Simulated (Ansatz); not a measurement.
```yaml
crystal:
  periodic: [false, false, false]
  atoms:
    - {symbol: Ru, position_ang: [0.000000, 0.000000, 0.000000]}
    - {symbol: N, position_ang: [0.000000, 0.000000, 2.160000]}
basis:
  gaussian: {orbitals: def2-TZVP}
magnetization: {spin_polarized: true, initial_magnetization: 5}
hamiltonian: {xc: pbe0}
relax: {f_tol: 0.004, max_steps: 80}
```

```sh
$ ansatz run in.yaml --threads 1 --pin off --events-out ev --progress --plain --max-ram 2176MiB
```

Steps of the relaxation (energy above the last step; positions in Å, forces in eV/Å):

```
2
step 1, 1329.7 meV
Ru    0.000    0.000    0.000    0.000    0.000    3.374
N     0.000    0.000    2.160    0.000    0.000   -3.374
```

```
2
step 2, 200.2 meV
Ru    0.000    0.000    0.160    0.000    0.000    2.758
N     0.000    0.000    2.000    0.000    0.000   -2.758
```

```
2
step 3, 1977.9 meV
Ru    0.000    0.000    0.355    0.000    0.000  -19.191
N     0.000    0.000    1.805    0.000    0.000   19.191
```

```
2
step 4, 18.4 meV
Ru    0.000    0.000    0.206    0.000    0.000    1.019
N     0.000    0.000    1.954    0.000    0.000   -1.019
```

```
2
step 6, 0.0 meV
Ru    0.000    0.000    0.223    0.000    0.000    0.000
N     0.000    0.000    1.937    0.000    0.000    0.000
```

Close pairs at the end: Ru1–N2 1.713 Å.

A stationary point of unrestricted PBE0 after 6 steps, with ⟨S²⟩ = 8.764 against 8.75 for a pure state. 39 s on 1 thread of Arm Neoverse N1, shared host.
